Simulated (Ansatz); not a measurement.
OH⁺, triplet: reading a ladder of total energies

Geometry: that of the OH⁺, singlet, kept fixed.

```xyz
2

O     0.0000    0.0000    0.0000
H     0.0000    0.0000    1.0366
```

Basis aug-cc-pVTZ; Ansatz 0.2.0. Only valence electrons are correlated (noble-gas cores frozen), which leaves 6 electrons in 68 orbitals. R marks a restricted (for open shells ROHF) determinant, U an unrestricted one.

Full CI isn't at hand for all of this; UCCSDT(Q) serves as the reference, and is uncertain by about the last step of the cluster series.

Runs differ by some tens of microhartree through their thresholds and, for an open shell, their frozen cores, so steps under 0.03 kcal/mol mean nothing.

| level | total energy (hartree) |
| --- | --- |
| UHF | -75.004016 |
| UMP2 | -75.149949 |
| UCCSD | -75.168190 |
| UCCSD(T) | -75.171449 |
| UCCSDT | -75.171807 |
| UCCSDT(Q) | -75.171874 |

Q: What is the correlation energy at UCCSDT(Q), and what share of it do UMP2 and UCCSD recover?

A: E(corr) = -75.171874 − (-75.004016) = -0.167858 hartree = -4.568 eV. UMP2: -0.145933 / -0.167858 = 86.94 %. UCCSD: -0.164174 / -0.167858 = 97.81 %.

Q: By how many kcal/mol does UCCSD(T) miss UCCSDT(Q) (1 hartree = 627.509 kcal/mol), and which steps make up the rest?

A: -75.171449 − (-75.171874) = 0.000425 hartree = 0.27 kcal/mol. Steps: UCCSDT − UCCSD(T) = -0.22, UCCSDT(Q) − UCCSDT = -0.04 kcal/mol. That is within 1 kcal/mol of the reference in this basis, which itself misses far more of the correlation at the basis-set limit.
